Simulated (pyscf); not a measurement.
Thermochemistry of product channels of H₂B–Cl + HF on the singlet surface, in eV, from ωB97M-D3(BJ)/def2-TZVP energies (ideal gas, 1 atm, RRHO with modes under 100 cm⁻¹ raised to 100, one conformer, R ln 2 for rigid chiral ones). Structures and frequencies: ωB97X-D3(BJ)/def2-SVP in PySCF.

| products | ΔE | ΔH(298 K) | ΔG(600 K) | ΔG(900 K) |
|---|---|---|---|---|
| F–BH–Cl + H₂ | -1.39 | -1.49 | -1.40 | -1.37 |
| BH₃ + F–Cl | +4.05 | +3.98 | +3.99 | +4.00 |

These are energies of the channels, which say nothing of barriers.
